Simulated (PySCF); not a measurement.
Compound: 3-chlorothiophene, C4H3ClS.
Numbering: `[Cl:1][c:2]1[cH:3][cH:4][s:5][cH:6]1` (hydrogens: H7 on C3; H8 on C4; H9 on C6)

The same species was optimised twice, with GFN2-xTB and with PBE0-D3(BJ)/def2-SVP (PySCF), and the same property calculations (PySCF, gas phase) were run on both structures.

```
   coordinate  GFN2-xTB  PBE0-D3(BJ)/def2-SVP  change
    C3–C4 (Å)     1.355                 1.368  +0.013
    C2–C6 (Å)     1.360                 1.371  +0.011
    C2–C3 (Å)     1.417                 1.425  +0.008
   Cl1–C2 (Å)     1.719                 1.722  +0.003
    C4–S5 (Å)     1.718                 1.717  -0.001
    S5–C6 (Å)     1.716                 1.716   0.000
 C4–S5–C6 (°)      91.4                  92.2    +0.8
 C2–C6–S5 (°)     111.2                 110.7    -0.5
 C2–C3–C4 (°)     111.7                 111.5    -0.2
 C3–C4–S5 (°)     112.3                 112.0    -0.3
Cl1–C2–C3 (°)     123.1                 122.8    -0.3
 C3–C2–C6 (°)     113.4                 113.6    +0.2
Cl1–C2–C6 (°)     123.5                 123.6    +0.1
```

Rotational constants: A = 7225, B = 1512, C = 1250 MHz (GFN2-xTB) against A = 7144, B = 1505, C = 1243 MHz (PBE0-D3(BJ)/def2-SVP). Point groups within 0.08 Å: Cs and Cs.

On the GFN2-xTB structure: HOMO (eV) -7.04 [PBE0/pcSseg-1]; LUMO (eV) -0.75 [PBE0/pcSseg-1]; dipole (D) 1.34 [PBE0/pcSseg-1]; GIAO shielding of Cl1 (ppm) 762.8 [PBE0/pcSseg-1]; GIAO shielding of C2 (ppm) 50.5 [PBE0/pcSseg-1]; GIAO shielding of C3 (ppm) 54.0 [PBE0/pcSseg-1]; GIAO shielding of C4 (ppm) 53.1 [PBE0/pcSseg-1]; GIAO shielding of S5 (ppm) 281.2 [PBE0/pcSseg-1]; GIAO shielding of C6 (ppm) 58.2 [PBE0/pcSseg-1].

**Question.** What do these properties become on the PBE0-D3(BJ)/def2-SVP structure?

**Answer.** 
```json
{"property": "HOMO (eV)", "level": "PBE0/pcSseg-1", "on GFN2-xTB": "-7.04", "on PBE0-D3(BJ)/def2-SVP": "-7.03", "change": "+0.01"}
{"property": "LUMO (eV)", "level": "PBE0/pcSseg-1", "on GFN2-xTB": "-0.75", "on PBE0-D3(BJ)/def2-SVP": "-0.79", "change": "-0.04"}
{"property": "dipole (D)", "level": "PBE0/pcSseg-1", "on GFN2-xTB": "1.34", "on PBE0-D3(BJ)/def2-SVP": "1.35", "change": "+0.01"}
{"property": "energy, GFN2-xTB geometry as zero (kcal/mol)", "level": "PBE0/pcSseg-1", "on GFN2-xTB": "0.0", "on PBE0-D3(BJ)/def2-SVP": "-0.2", "change": "-0.2"}
{"property": "GIAO shielding of Cl1 (ppm)", "level": "PBE0/pcSseg-1", "on GFN2-xTB": "762.8", "on PBE0-D3(BJ)/def2-SVP": "757.5", "change": "-5.3"}
{"property": "GIAO shielding of C2 (ppm)", "level": "PBE0/pcSseg-1", "on GFN2-xTB": "50.5", "on PBE0-D3(BJ)/def2-SVP": "47.9", "change": "-2.6"}
{"property": "GIAO shielding of C3 (ppm)", "level": "PBE0/pcSseg-1", "on GFN2-xTB": "54.0", "on PBE0-D3(BJ)/def2-SVP": "51.2", "change": "-2.8"}
{"property": "GIAO shielding of C4 (ppm)", "level": "PBE0/pcSseg-1", "on GFN2-xTB": "53.1", "on PBE0-D3(BJ)/def2-SVP": "51.5", "change": "-1.6"}
{"property": "GIAO shielding of S5 (ppm)", "level": "PBE0/pcSseg-1", "on GFN2-xTB": "281.2", "on PBE0-D3(BJ)/def2-SVP": "278.4", "change": "-2.8"}
{"property": "GIAO shielding of C6 (ppm)", "level": "PBE0/pcSseg-1", "on GFN2-xTB": "58.2", "on PBE0-D3(BJ)/def2-SVP": "56.7", "change": "-1.5"}
```

The heavy atoms differ by 0.008 Å rms after alignment. Among bonds between heavy atoms C3–C4 changes most (+0.013 Å). Changes are differences of the printed values. Neither structure is proved a minimum here.
